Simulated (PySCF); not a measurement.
## Telling isomers of CHNO apart by NMR

Theoretical values (PySCF 2.14.0 with density-fitted response routines): structure optimised with GFN2-xTB, J couplings at B3LYP/pcJ-1, NMR shieldings at PBE0/pcSseg-1/GIAO. In vacuum, one averaged value for each set of equivalent atoms, a single conformation, relativity neglected.

References, each an isolated molecule treated in the same way: ¹H and ¹³C vs TMS. Multiplet labels drop J under 1 Hz and among equivalent protons, and merge close values. Unscaled 3J(H,H) run several per cent high. Shifts are as computed. Against solution values, carbons near 30 ppm lie about +3 ppm off and those near 130 ppm about +5 ppm. Of 1211 compounds with measured shifts, 218 miss one by over three times the rms of a fit or turn the order of signals round; such compounds aren't used in these exercises. OH and NH positions are gas-phase values without hydrogen bonding to other molecules.

(1) Tabulate the signals of `N=C=O`, `N#CO` and their relative energies.

(2) What is the quickest way to tell N=C=O from N#CO?

Results:

(1) 
| SMILES | carbon types | δC | δH | E rel. (kcal/mol) |
| --- | --- | --- | --- | --- |
| N=C=O | 1×C | 127.8 | 2.28 (br s, 1H) | 0.0 |
| N#CO | 1×C | 115.4 | 3.71 (br s, 1H) | 29.2 |

Energies are electronic energies at PBE0/pcSseg-1 on these geometries, without zero-point or thermal terms, each for the one conformer computed, which needn't be the lowest.

(2) Both give the same number of carbon signals, with the same numbers of each carbon type, so the positions decide. The first has a central carbon of a heterocumulene (C) at 127.8 ppm, the second a nitrile carbon (C) at 115.4 ppm.
